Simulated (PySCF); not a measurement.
Chlorine: a sound run and one with changed settings

Sound run: Cl [Ne] 3s2 3p5, Cl+ [Ne] 3s2 3p4. Computed with PySCF 2.14 in def2-TZVP, with no relativity, point nucleus. In the sound run the correlated levels freeze [Ne]. The sound run starts from symmetry-adapted Hartree-Fock orbitals and uses a fine grid where one is needed.

Changed run: scalar relativity by spin-free X2C-1e. This setting is unsound on purpose.

| species | method | sound run (hartree) | changed run (hartree) | converged |
| --- | --- | --- | --- | --- |
| Cl | UHF | -459.47681 | -460.72567 | yes |
| Cl | LDA | -458.64987 | -459.90331 | yes |
| Cl | B3LYP | -460.16698 | -461.41985 | yes |
| Cl | MP2 | -459.63212 | -460.88103 | yes |
| Cl | CCSD(T) | -459.66200 | -460.91083 | yes |
| Cl+ | UHF | -459.04415 | -460.29344 | yes |
| Cl+ | LDA | -458.16496 | -459.41884 | yes |
| Cl+ | B3LYP | -459.68706 | -460.94032 | yes |
| Cl+ | MP2 | -459.16501 | -460.41430 | yes |
| Cl+ | CCSD(T) | -459.19499 | -460.44416 | yes |

Ionisation energy of Cl:

| method | sound run (eV) | changed run (eV) |
| --- | --- | --- |
| UHF | 11.773 | 11.761 |
| LDA | 13.195 | 13.183 |
| B3LYP | 13.059 | 13.049 |
| MP2 | 12.711 | 12.700 |
| SCS-MP2 | 12.707 | 12.697 |
| CCSD | 12.671 | 12.662 |
| CCSD(T) | 12.708 | 12.699 |

Most of the change in total energy is the relativistic energy itself. On top of that the contraction fixes the core shape for the Hamiltonian it was made with, so the changed run is not a good calculation with the other Hamiltonian either.

For comparison, NIST gives 12.968 eV between the lowest levels.
